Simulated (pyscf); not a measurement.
Structures and frequencies: ωB97X-D3(BJ)/def2-SVP in PySCF.

Problem. H₂N–Si(SiH₃)(SiH₃)–SiH₂–F + hydrogen (H₂) → H₂N–Si(SiH₃)(SiH₃)–SiH₃ + hydrogen fluoride (HF)
Surface: singlet. Broken: F–Si, H–H. Formed: H–Si, F–H. Give ΔE‡ and ΔE from ωB97M-D3(BJ)/def2-TZVP, relative to the separated reactants.

Solution. ΔE‡ = 221.2 kJ/mol, ΔE = +100.7 kJ/mol. Zero-point energy shifts the barrier by +11.0 kJ/mol. It is a four-centre exchange, with an imaginary mode of 1110i cm⁻¹. On the product side the descent ends in a complex (not fully relaxed), 19.7 kJ/mol under the separated species and 142.2 kJ/mol under the saddle at ωB97X-D3(BJ)/def2-TZVP. At the saddle there is also a short H–Si contact that neither side keeps. H₂N–Si(SiH₃)(SiH₃)–SiH₃ lies 53.0 kJ/mol over its isomer H₃Si–NH–SiH(SiH₃)–SiH₃ (electronic energy, ωB97M-D3(BJ)/def2-TZVP). This is the saddle that the search found; another between the same sides may lie lower.
